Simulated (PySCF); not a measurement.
## Dipole moment and polarisability of `C=C[C@H]1CN1`

C4H7N.
Cartesian coordinates in Å at the PBE0-D3(BJ)/def2-SVP level; atoms count from 1:
```
atom  x, y, z in Å
C1     1.680    0.689   -0.107
C2     1.062   -0.492   -0.169
C3    -0.377   -0.710   -0.450
C4    -1.390   -0.396    0.597
N5    -1.308    0.386   -0.620
H6     1.158    1.633   -0.293
H7     2.744    0.761    0.130
H8     1.643   -1.407    0.001
H9    -0.580   -1.571   -1.101
H10   -1.012    0.031    1.532
H11   -2.282   -1.024    0.703
H12   -0.852    1.281   -0.448
```

Level: wB97X-D/def2-SVPD (PySCF), static field, nuclei fixed, core orbitals frozen in the response. The polarisability tensor in these axes (au):

```
x   64.16  6.18 -1.80
y    6.18 55.93 -0.27
z   -1.80 -0.27 46.27
```

Q: Give the principal values, the mean and the anisotropy Δα = √{½[(α1 − α2)² + (α2 − α3)² + (α1 − α3)²]}.

A: Principal values 46.08, 52.67 and 67.60 au; mean 55.45 au = 8.22 Å³ = 9.14 × 10⁻⁴⁰ C²·m²/J; Δα = 19.10 au (34 % of the mean).

Q: What is the dipole moment, and where does it point?

A: (1.02, -0.25, 1.19) D, 1.58 D in size, pointing from the negative to the positive side. Measured along this direction, the outermost atoms are N5 at the negative end and H7 at the positive end.

Q: Directions of the eigenvectors, and the extent of the frame along each?

A: Largest value along (0.88, 0.47, -0.08), where the nuclei span 5.31 Å; middle along (-0.46, 0.88, 0.09), 3.48 Å; least along (0.11, -0.04, 0.99), 2.49 Å. The response follows the extents in order.

Q: Refractivity n − 1 of an ideal gas of it at 400 K and 1 atm, from the electronic α?

A: N = p/kT = 1.8347 × 10¹⁹ cm⁻³, so n − 1 = 2π × N × 8.22 × 10⁻²⁴ cm³ = 947 × 10⁻⁶ at long wavelengths, for an ideal gas.

Q: Traceless (Buckingham) quadrupole moment about the centre of nuclear charge: eigenvalues?

A: -5.94, 0.55, 5.39 D·Å. The values depend on the origin, since the dipole doesn't vanish. The electronic extent ⟨r²⟩ about the same centre is 414 bohr², a root-mean-square distance of 1.75 Å for the 38 electrons.

Q: Estimate the molar refractivity from the static electronic polarisability.

A: Lorentz–Lorenz: R = (4π/3)N_A α = 2.5225 cm³/(mol·Å³) × 8.22 Å³ = 20.7 cm³/mol, in the limit of long wavelengths.

Q: Find the Langevin capture rate constant for NO+ (29.998 u) meeting this molecule (69.058 u), k = 2.342 × 10⁻⁹ cm³/s × √(α in Å³ / reduced mass in u).

A: The reduced mass is 20.91 u, so k = 1.47 × 10⁻⁹ cm³/s. The formula leaves out the permanent dipole, which adds to the capture rate.

The structure is a single PBE0-D3(BJ)/def2-SVP conformer in the gas phase; no vibrational or solvent corrections.
